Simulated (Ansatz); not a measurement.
```yaml
crystal:
  periodic: [false, false, false]
  atoms:
    - {symbol: As, position_ang: [-0.557442, -0.097634, -0.257793]}
    - {symbol: Mg, position_ang: [1.671380, 0.286271, 0.646013]}
    - {symbol: H, position_ang: [-0.936386, 0.953049, 0.797305]}
    - {symbol: H, position_ang: [-0.630508, -1.166455, 0.841914]}
    - {symbol: H, position_ang: [2.699421, 0.567695, 1.945200]}
basis:
  gaussian: {orbitals: def2-TZVP}
hamiltonian: {xc: pbe0}
relax: {f_tol: 0.004, max_steps: 80}
```

```sh
$ ansatz run in.yaml --threads 1 --pin off --events-out ev --progress --plain --max-ram 2176MiB
```

Steps of the relaxation (energy above the last step; positions in Å, forces in eV/Å):

```
5
step 1, 168.4 meV
As   -0.557   -0.098   -0.258   -0.837   -0.152   -0.350
Mg    1.671    0.286    0.646    0.325    0.084    0.486
H    -0.936    0.953    0.797    0.054    0.031   -0.096
H    -0.631   -1.166    0.842    0.071   -0.021   -0.088
H     2.699    0.568    1.945    0.387    0.057    0.048
```

```
5
step 2, 53.8 meV
As   -0.640   -0.114   -0.296    0.225    0.027   -0.033
Mg    1.616    0.292    0.802    0.067    0.035    0.188
H    -0.970    0.967    0.744   -0.112   -0.048    0.029
H    -0.652   -1.196    0.793   -0.101    0.024    0.026
H     2.892    0.593    1.929   -0.079   -0.038   -0.211
```

```
5
step 3, 36.4 meV
As   -0.621   -0.112   -0.305    0.205    0.035    0.076
Mg    1.605    0.298    0.854    0.022    0.012    0.055
H    -0.996    0.954    0.735   -0.110   -0.017   -0.015
H    -0.672   -1.190    0.787   -0.090   -0.012   -0.010
H     2.931    0.593    1.901   -0.027   -0.018   -0.106
```

```
5
step 7, 0.0 meV
As   -0.524   -0.094   -0.260   -0.002    0.000   -0.001
Mg    1.646    0.322    1.008    0.002    0.000    0.001
H    -1.182    0.931    0.665    0.000    0.000    0.000
H    -0.811   -1.220    0.734    0.001    0.000    0.000
H     3.117    0.603    1.825    0.000    0.000    0.000
```

Close pairs at the end: As1–H4 1.529 Å, As1–H3 1.529 Å, Mg2–H5 1.706 Å, As1–Mg2 2.547 Å.

A stationary point of restricted PBE0 after 7 steps (its stability towards spin polarisation wasn't tested); no frequencies were run, so it isn't proven a minimum. 23 s on 1 thread of Arm Neoverse V1, shared host.
